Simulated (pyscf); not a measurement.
`[F][SiH2][O][SiH3]` + `[CH3][F]` → `[SiH3][O][SiH3]` + `[F][CH2][F]`, a four-centre exchange (singlet surface; F–Si, C–H broken, H–Si, C–F formed). PySCF, gas phase, ωB97X-D3(BJ)/def2-SVP geometries. Energies in kJ/mol from the separated reactants.

Small-basis levels: PySCF, no dispersion term, spherical d functions. AM1 to PM7: differences of heats of formation from MOPAC, which are fitted to 298 K values and so differ in kind from electronic energies by zero-point and thermal terms. GFN2-xTB: tblite. Cost: rough CPU time at the saddle relative to B3LYP/6-31G*, from one job on a shared machine.

```csv
level,barrier,reaction energy,cost
MP2/6-31G*,516.8,+206.7,0.1
BP86/6-31G*,416.0,+174.0,2
PBE/6-31G*,404.6,+173.4,2
B3LYP/STO-3G,441.2,+80.3,0.5
B3LYP/3-21G,423.0,+181.8,0.7
B3LYP/def2-SVP,454.1,+169.7,1
GFN2-xTB,___,+182.3,under 0.02
PM3,603.6,+194.0,under 0.02
PM7,___,+226.1,under 0.02
ωB97M-D3(BJ)/def2-TZVP,___,+197.7,–
```

Fill in the missing entries.


- GFN2-xTB, barrier: 464.8
- PM7, barrier: 561.7
- ωB97M-D3(BJ)/def2-TZVP, barrier: 477.5

Against the last row the barrier runs from -72.9 (PBE/6-31G*) to +126.1 kJ/mol (PM3). ωB97M-D3(BJ)/def2-TZVP has limits of its own. The same reactants have a lower exit, to F–SiH₂–O–SiH₂• + H• + H₃C–F (no saddle counted: cutting one bond costs +410.4 kJ/mol at ωB97M-D3(BJ)/def2-TZVP, against +477.5 kJ/mol here). This is the saddle that the search found; another between the same sides may lie lower.
